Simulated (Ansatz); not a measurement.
A run of Ansatz (development build ahead of 0.2.0) on singlet C4H4O at this shape:

```json
{"atom": "O", "x (Å)": "1.1739", "y (Å)": "0.0000", "z (Å)": "0.0000"}
{"atom": "C", "x (Å)": "0.3628", "y (Å)": "1.1164", "z (Å)": "0.0000"}
{"atom": "C", "x (Å)": "-0.9497", "y (Å)": "0.6900", "z (Å)": "0.0000"}
{"atom": "C", "x (Å)": "-0.9497", "y (Å)": "-0.6900", "z (Å)": "0.0000"}
{"atom": "C", "x (Å)": "0.3628", "y (Å)": "-1.1164", "z (Å)": "0.0000"}
{"atom": "H", "x (Å)": "0.6996", "y (Å)": "2.1531", "z (Å)": "0.0000"}
{"atom": "H", "x (Å)": "-1.8315", "y (Å)": "1.3307", "z (Å)": "0.0000"}
{"atom": "H", "x (Å)": "-1.8315", "y (Å)": "-1.3307", "z (Å)": "0.0000"}
{"atom": "H", "x (Å)": "0.6996", "y (Å)": "-2.1531", "z (Å)": "0.0000"}
```

Its results:

```yaml
Converged: yes
Reference_energy: -228.43944 hartree
Correlation_energy: -0.70981 hartree
Total_energy: -229.14925 hartree
Spin_squared_of_the_determinant: 0.000
```

**Question.** Which input gives this output? Name the method, the orbitals and the basis set, and write the input.

**Answer.** RHF-MP2 in def2-SVP. An unrestricted run that stays on the closed shell gives the same numbers.

```yaml
crystal:
  periodic: [false, false, false]
  atoms:
    - { symbol: O, position_ang: [1.1739, 0.0, 0.0] }
    - { symbol: C, position_ang: [0.36275, 1.11644, 0.0] }
    - { symbol: C, position_ang: [-0.9497, 0.69, 0.0] }
    - { symbol: C, position_ang: [-0.9497, -0.69, 0.0] }
    - { symbol: C, position_ang: [0.36275, -1.11644, 0.0] }
    - { symbol: H, position_ang: [0.69958, 2.1531, 0.0] }
    - { symbol: H, position_ang: [-1.83153, 1.33069, 0.0] }
    - { symbol: H, position_ang: [-1.83153, -1.33069, 0.0] }
    - { symbol: H, position_ang: [0.69958, -2.1531, 0.0] }
basis:
  gaussian: { orbitals: def2-SVP }
hamiltonian:
  xc: hf
correlation:
  method: mp2
  frozen_orbitals: { C: 1, H: 0, O: 1 }
```
